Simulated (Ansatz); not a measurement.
Process, species as SMILES: C[SiH2] (CH3-SiH2) → C[SiH2-] (an electron is taken up)
B3LYP-D3(BJ)/def2-TZVP geometries, fixed; electronic energies without zero-point terms; positive where energy is released.

The adiabatic electron affinity at MP2 with Ansatz (a quantum-chemistry and plane-wave program), in eV, split into its Hartree-Fock and correlation parts. Cores are frozen. Open shells are unrestricted. No added dispersion term, no relativity. Functions are those of the species that has most. These sets lack the diffuse functions that anions need.

| basis | X | functions | Hartree-Fock | MP2 |
|---|---|---|---|---|
| cc-pV(D+d)Z | 2 | 62 | -0.316 | 0.430 |
| cc-pV(T+d)Z | 3 | 139 | -0.265 | 0.723 |
| cc-pV(Q+d)Z | 4 | 269 | -0.188 | 0.878 |

Worked estimate of the basis-set limit from each neighbouring pair, with Hartree-Fock from the larger set and the correlation part extrapolated as X^-3.
Correlation parts: X = 2: 0.746, X = 3: 0.988, X = 4: 1.066.
- (2,3): (27·(0.988) - 8·(0.746))/19 = 1.090; with Hartree-Fock -0.265 the estimate is 0.825 eV.
- (3,4): (64·(1.066) - 27·(0.988))/37 = 1.123; with Hartree-Fock -0.188 the estimate is 0.935 eV.
The last two estimates differ by 0.110 eV; the largest set lies 0.057 from the last. Over the last step Hartree-Fock moves by 0.077 and the correlation part by 0.078.
